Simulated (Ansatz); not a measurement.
A made-up structure of CHLiN, doublet:

```json
{"atom": "Li1", "x (Å)": "-2.3143", "y (Å)": "0.5053", "z (Å)": "-0.3464"}
{"atom": "N2", "x (Å)": "0.7621", "y (Å)": "-0.1264", "z (Å)": "0.4198"}
{"atom": "C3", "x (Å)": "-0.3690", "y (Å)": "0.0964", "z (Å)": "0.0655"}
{"atom": "H4", "x (Å)": "1.5688", "y (Å)": "-0.3922", "z (Å)": "-0.1449"}
```

It is relaxed with PBE-D4/def2-SVP and then PBE0-D4/def2-TZVP (Ansatz 0.2.0). Atoms count as bonded within 1.22 times the sum of their covalent radii (H–H: 0.88 Å). The end point is not checked to be a true minimum.

Does its bonding change? (Judge from chemistry; the calculation decides.)

By the calculation: No: no bond forms or breaks.

Where it ends: The first stage lowers the energy by 0.05 eV in 5 steps. It ends as CHLiN ([Li][C][NH]):
```
4
angstrom
Li -2.1767 0.4683 -0.3787
N 0.7517 -0.1183 0.4623
C -0.3985 0.1123 0.1336
H 1.4712 -0.3792 -0.2233
```

Labels in which every atom is bracketed show which atoms are joined, not bond orders.

For scale, one of the runs: PBE0-D4/def2-TZVP relaxation, 82 basis functions, launched by `ansatz run in.yaml --threads 2 --pin off --events-out ev --progress --plain --max-ram 4352MiB`. Hardware: 2 CPU threads of an AMD EPYC 7B13, shared host. Wall time about 11 s.
